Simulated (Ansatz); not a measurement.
The input, for Ansatz 0.2.0:

```yaml
crystal:
  periodic: [false, false, false]
  atoms:
    - {symbol: Pd, position_ang: [0.000000, 0.000000, 0.000000]}
    - {symbol: H, position_ang: [0.000000, 0.000000, 1.532000]}
basis:
  gaussian: {orbitals: def2-SVP}
total_charge: 1
magnetization: {spin_polarized: true, initial_magnetization: 0}
correlation: {method: ccsdtq, electrons: outside_noble_gas}
```

```sh
$ ansatz run in.yaml --threads 2 --pin off --events-out ev --progress --plain --max-ram 16896MiB --backend cuda --devices 0, --max-vram 18GiB
```

The program prints:

```
632 factors; integrals over basis functions are off by at most 2.1e-7 eV
mean field evaluation 1: about -3452.2844 eV, gradient 4.3e1 eV
mean field evaluation 2: about -3452.3074 eV, gradient 4.3e1 eV
mean field evaluation 4: about -3462.8367 eV, gradient 4.4e0 eV
mean field evaluation 8: about -3463.0766 eV, gradient 4.1e-1 eV
mean field evaluation 16: about -3463.0817 eV, gradient 2.3e-6 eV
mean field evaluation 32: about -3463.4025 eV, gradient 2.4e-6 eV
mean field evaluation 64: about -3463.3888 eV, gradient 2.4e-1 eV
mean field evaluation 96: about -3462.5428 eV, gradient 1.9e-3 eV
mean field evaluation 128: about -3459.3831 eV, gradient 1.1e-3 eV
mean field evaluation 160: about -3462.8197 eV, gradient 5.5e-2 eV
...
mean field -3463.40253369 eV, -127.2776955344 hartree, gradient 2.4e-6 eV, S^2 0.489851; 24 other end points of the search recorded, 0 dependent functions left out
determinant -3463.40253369 eV, -127.2776955344 hartree, with singles and doubles -3469.38022304 eV, -127.4973715662 hartree
determinant -3462.82061308 eV, -127.2563103467 hartree, with singles and doubles -3468.10041229 eV, -127.4503393887 hartree
determinant -3462.54280221 eV, -127.2461009854 hartree, with singles and doubles -3467.72967135 eV, -127.4367149105 hartree
determinant -3459.80560748 eV, -127.1455109343 hartree, with singles and doubles -3465.15212775 eV, -127.3419919304 hartree
determinant -3459.65410741 eV, -127.1399434096 hartree, with singles and doubles -3464.92340360 eV, -127.3335864727 hartree
determinant -3463.08165247 eV, -127.2659033671 hartree, with singles and doubles -3469.45205423 eV, -127.5000113138 hartree
4 core orbitals not correlated: weight in the atoms' cores, before any rotation towards them, 1.000 or more for the frozen orbitals, at most 0.000 for the correlated occupied ones
reference -3463.40253369 eV, -127.2776955344 hartree; 5, 5 occupied and 27, 27 virtual orbitals, 632 factors
second order -5.32592457 eV of doubles, -0.00000000 eV of singles
...
cycle  13  -6.22448509 eV  change    7.6e-6 eV  update   1.0e-4
cycle  14  -6.22451626 eV  change   -3.1e-5 eV  update   5.2e-5
cycle  15  -6.22454225 eV  change   -2.6e-5 eV  update   3.3e-5
cycle  16  -6.22449541 eV  change    4.7e-5 eV  update   2.1e-5
cycle  17  -6.22449954 eV  change   -4.1e-6 eV  update   1.2e-5
cycle  18  -6.22449099 eV  change    8.6e-6 eV  update   7.6e-6
cycle  19  -6.22448815 eV  change    2.8e-6 eV  update   4.4e-6
cycle  20  -6.22449302 eV  change   -4.9e-6 eV  update   2.3e-6
cycle  21  -6.22449448 eV  change   -1.5e-6 eV  update   1.3e-6
cycle  22  -6.22449498 eV  change   -5.0e-7 eV  update   7.3e-7
Total energy: -3469.62702866 eV, -127.5064415057 hartree
```

The determinant's ⟨S²⟩ is 0.49 against 0.00 for a pure state. The T1 diagnostic is 0.091.

Ran on 2 threads of AMD EPYC 7R13 with a shared H100 80 GB, shared host: 43 s wall, 0.92 GiB peak host memory.
